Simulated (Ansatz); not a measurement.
## Molecular dynamics, step by step

N4 (SMILES N#N.N#N), closed shell, HF/STO-3G (Ansatz 0.2.0). Settings (timestep in fs, temperature in K; T counts 6 degrees of freedom):

```yaml
hamiltonian: {xc: hf}
md: {n_steps: 30, timestep: 0.75, temperature: 700, ensemble: nvt_nose_hoover, seed: 644, initial_velocities: maxwell_boltzmann}
```

Start (the SMILES describes the start alone):

```xyz
4
angstrom
N 0.3181 -0.2885 -1.6954
N -0.4353 0.3635 -2.1361
N -0.4155 -0.1844 1.6913
N 0.5327 0.1094 2.1401
```

```json
{"step": "0", "time (fs)": "0.00", "potential energy less the start (meV)": "0.0", "kinetic energy (meV)": "181.0", "T (K)": "700"}
{"step": "2", "time (fs)": "1.50", "potential energy less the start (meV)": "-92.2", "kinetic energy (meV)": "269.1", "T (K)": "1041"}
{"step": "4", "time (fs)": "3.00", "potential energy less the start (meV)": "-365.0", "kinetic energy (meV)": "531.4", "T (K)": "2055"}
{"step": "6", "time (fs)": "4.50", "potential energy less the start (meV)": "-259.6", "kinetic energy (meV)": "430.4", "T (K)": "1665"}
{"step": "8", "time (fs)": "6.00", "potential energy less the start (meV)": "9.5", "kinetic energy (meV)": "168.9", "T (K)": "653"}
{"step": "10", "time (fs)": "7.50", "potential energy less the start (meV)": "-2.1", "kinetic energy (meV)": "179.8", "T (K)": "696"}
{"step": "12", "time (fs)": "9.00", "potential energy less the start (meV)": "-274.6", "kinetic energy (meV)": "443.7", "T (K)": "1716"}
{"step": "14", "time (fs)": "10.50", "potential energy less the start (meV)": "-356.8", "kinetic energy (meV)": "520.5", "T (K)": "2013"}
{"step": "16", "time (fs)": "12.00", "potential energy less the start (meV)": "-78.2", "kinetic energy (meV)": "251.3", "T (K)": "972"}
{"step": "18", "time (fs)": "13.50", "potential energy less the start (meV)": "-7.9", "kinetic energy (meV)": "183.5", "T (K)": "710"}
{"step": "20", "time (fs)": "15.00", "potential energy less the start (meV)": "-300.1", "kinetic energy (meV)": "462.5", "T (K)": "1789"}
{"step": "22", "time (fs)": "16.50", "potential energy less the start (meV)": "-335.7", "kinetic energy (meV)": "496.2", "T (K)": "1919"}
{"step": "24", "time (fs)": "18.00", "potential energy less the start (meV)": "-66.2", "kinetic energy (meV)": "233.6", "T (K)": "904"}
{"step": "26", "time (fs)": "19.50", "potential energy less the start (meV)": "39.8", "kinetic energy (meV)": "129.7", "T (K)": "502"}
{"step": "28", "time (fs)": "21.00", "potential energy less the start (meV)": "-181.4", "kinetic energy (meV)": "343.6", "T (K)": "1329"}
{"step": "30", "time (fs)": "22.50", "potential energy less the start (meV)": "-375.2", "kinetic energy (meV)": "527.6", "T (K)": "2041"}
```

Step 6, positions (Å) and forces (eV/Å):

```csv
atom,x,y,z,Fx,Fy,Fz
N1,0.363,-0.295,-1.700,-2.534,2.028,-1.346
N2,-0.468,0.370,-2.145,2.529,-2.027,1.344
N3,-0.472,-0.180,1.709,5.090,1.382,2.062
N4,0.577,0.105,2.136,-5.085,-1.383,-2.059
```

Step 20, positions (Å) and forces (eV/Å):

```csv
atom,x,y,z,Fx,Fy,Fz
N1,0.391,-0.252,-1.748,4.644,-3.142,2.062
N2,-0.468,0.328,-2.127,-4.650,3.143,-2.065
N3,-0.495,-0.141,1.793,-1.735,-0.338,-0.480
N4,0.572,0.065,2.082,1.741,0.337,0.483
```

Step 28, positions (Å) and forces (eV/Å):

| atom | x | y | z | Fx | Fy | Fz |
| --- | --- | --- | --- | --- | --- | --- |
| N1 | 0.444 | -0.254 | -1.758 | -5.599 | 3.439 | -2.210 |
| N2 | -0.506 | 0.330 | -2.134 | 5.594 | -3.438 | 2.206 |
| N3 | -0.531 | -0.124 | 1.832 | 4.148 | 0.634 | 0.836 |
| N4 | 0.593 | 0.048 | 2.060 | -4.143 | -0.635 | -0.832 |

Last step (30):

```
4
angstrom
N 0.4367 -0.2417 -1.7686
N -0.4950 0.3178 -2.1280
N -0.5183 -0.1168 1.8462
N 0.5766 0.0406 2.0504
```

Hardware: 2 CPU threads of an Arm Neoverse V1, shared host. Wall time about 2.8 s.
